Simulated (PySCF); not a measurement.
## What binds to phosphine, and how strongly

Gas-phase complexes of phosphine, each in one structure from a short search with a few starts, optimised by PBE0-D3(BJ)/def2-SVPD or PBE0-D3(BJ)/def2-TZVPD; other ways of binding may lie lower. Energies in kcal/mol, wB97M-D3(BJ)/def2-TZVPD, counterpoise-corrected (PySCF): interaction is complex less parts frozen as they stand in it, binding adds what it costs to deform them. Contacts are written partner···phosphine; electrostatic, Pauli and orbital are terms of the uncorrected same energy, whose rest is dispersion or correlation.

7 other partners are left out, for which the search missed the form known or expected to bind best.

Frequency runs check only 2 of the 5 structures; an imaginary mode is left, so that the point isn't a minimum, in the complex with carbonyl fluoride (37i cm⁻¹). 2 further partners within 0.25 kcal/mol of a listed one are not ranked.

Order these partners of phosphine by binding energy, strongest first: PH2F, carbon dioxide, carbonyl fluoride, ZnF2, methanol.

ZnF2 (-10.8), PH2F (-3.1), methanol (-2.5), carbon dioxide (-1.4), carbonyl fluoride (-0.5).
```
          partner  contact  distance (Å)  binding  interaction  electrostatic  Pauli  orbital
             ZnF2   Zn···P          2.54    -10.8        -17.2          -38.8   42.3    -19.7
             PH2F    P···P          2.84     -3.1         -3.3          -18.2   29.3    -12.8
         methanol    H···P          2.51     -2.5         -2.6           -4.6    5.3     -2.5
   carbon dioxide    C···P          3.53     -1.4         -1.4           -2.2    1.9     -0.5
carbonyl fluoride    F···H          2.95     -0.5         -0.5           -0.2    0.3     -0.1
```
